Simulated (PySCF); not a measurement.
**methyl formate: ΔSCF against reference XPS values**

Measured values to reproduce (core binding energies): O 1s of O4 538.24 eV [1]; O 1s of O2 (atom 2) 539.64 eV [1]. Sources and the comparison follow the method.

Species: methyl formate, C₂H₄O₂.
Numbering: `[CH3:1][O:2][CH:3]=[O:4]`

Structure used (PBE0-D3(BJ)/def2-SVP), in Å, numbered top down from 1:
```
atom  x, y, z in Å
C1    -1.0071   -0.1570    0.1011
O2     0.3022   -0.6608    0.3205
C3     1.2993    0.1175   -0.0895
O4     1.1773    1.1861   -0.6151
H5    -1.1525    0.1105   -0.9556
H6    -1.6988   -0.9555    0.3924
H7    -1.1867    0.7396    0.7133
H8     2.2662   -0.3804    0.1328
```

The calculation used delta-SCF UKS SCAN, pcX-2 on the ionised atom, pcseg-1 elsewhere, spin-free X2C in PySCF 2.14.0. Vertical ΔSCF values, vacuum level as zero.

```csv
atom,environment,level,this calculation (eV),reference (eV),difference (eV),source
O4,ester carbonyl oxygen,O 1s,538.28,538.24,+0.04,[1]
O2,ester single-bonded oxygen,O 1s,539.99,539.64,+0.35,[1]
```

[1] measured, gas; CORE65 (Golze, Keller, Rinke, J. Phys. Chem. Lett. 2020, 11, 1840), as tabulated in Jana, Herbert, J. Chem. Phys. 2023, 158, 094111, SI

Q: How far is it from the measured entries?

A: Over the 2 different measured values (2 distinct lines) the mean signed difference is +0.19 eV, the mean unsigned one 0.19 eV and the largest 0.35 eV. The calculation is vertical and has no vibrational structure, and measured positions depend on the energy calibration.

Q: What does the calculation give for the levels without a reference value here?

A: C1 C 1s 292.90 eV; C3 C 1s 295.00 eV.

Lowest listed C 1s: C1, bonded to O and 3 H. Highest, 2.10 eV above it: C3, bonded to O (double bond), O and H. Summing the Pauling electronegativity differences to the bonded atoms, each weighted by its formal bond order, gives -0.16 for the lowest site and +2.32 for the highest.

Lowest listed O 1s: O4, bonded to C (double bond). Highest, 1.71 eV above it: O2, bonded to 2 C. Summing the Pauling electronegativity differences to the bonded atoms, each weighted by its formal bond order, gives -1.78 for the lowest site and -1.78 for the highest; the sum is the same at every site.

Geometry: PBE0-D3(BJ)/def2-SVP, one conformer, isolated molecule.
